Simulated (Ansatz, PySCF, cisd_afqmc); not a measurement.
Species: C$_{2}$H$_{6}$S, charge 0, singlet. C2H6S (methylsulfanylmethane, SMILES CSC).
B3LYP-D3(BJ)/def2-TZVP minimum from Ansatz (an electronic-structure program):
```xyz
9

C      0.0016     1.3789    -0.5167
S      0.0002     0.0021     0.6601
C     -0.0019    -1.3822    -0.5079
H      0.0029     2.2993     0.0655
H      0.8930     1.3571    -1.1446
H     -0.8903     1.3593    -1.1440
H     -0.0029    -2.2988     0.0802
H     -0.8938    -1.3644    -1.1353
H      0.8895    -1.3666    -1.1359
```

Atomisation energy term by term, kcal/mol (programs: Ansatz, cisd_afqmc). Radicals and triplets start from unrestricted determinants; spin-orbit coupling is neglected. Cores are frozen in correlated methods. Rows without X2C or -DK are non-relativistic. The Monte Carlo rows (phaseless AFQMC, CISD trial, step 0.005/hartree) carry one-sigma bars that omit the constraint's bias. Outlying blocks are dropped, and bars are widened where a walk drifts. Over all cases where full CI ran beside it in this data, AFQMC minus full CI had a median of +0.1 mEh and passed +0.4 mEh in a tenth of the cases. CBS(X,Y): correlation extrapolated as X^-3, Hartree-Fock from the larger set. A bracket is a step between two methods taken in the basis named. 'core' is core correlation in cc-pwCVTZ (1s frozen past Ne), 'X2C' scalar relativity in cc-pVTZ-DK, both at CCSD(T). For partners of very few electrons the exact lower level stands in for a higher one.

| term | basis | kcal/mol |
|---|---|---|
| Hartree-Fock | cc-pV(Q+d)Z | 573.78 |
| CCSD correlation | CBS(cc-pV(T+d)Z,cc-pV(Q+d)Z) | 183.53 |
| (T) | CBS(cc-pV(T+d)Z,cc-pV(Q+d)Z) | 10.53 |
| CCSDT(Q) - CCSD(T) | cc-pV(D+d)Z | 0.44 |
| core correlation | cc-pwCVTZ | 2.61 |
| scalar relativity | X2C, cc-pVTZ-DK | -0.77 |
| minus zero-point energy | Hessian by PySCF at B3LYP-D3(BJ)/def2-TZVP | -47.33 |
| sum: D0 |  | 722.8 |

The step beyond CCSD(T) by other levels: AFQMC/CISD in cc-pV(D+d)Z 0.27 ± 0.28 kcal/mol.
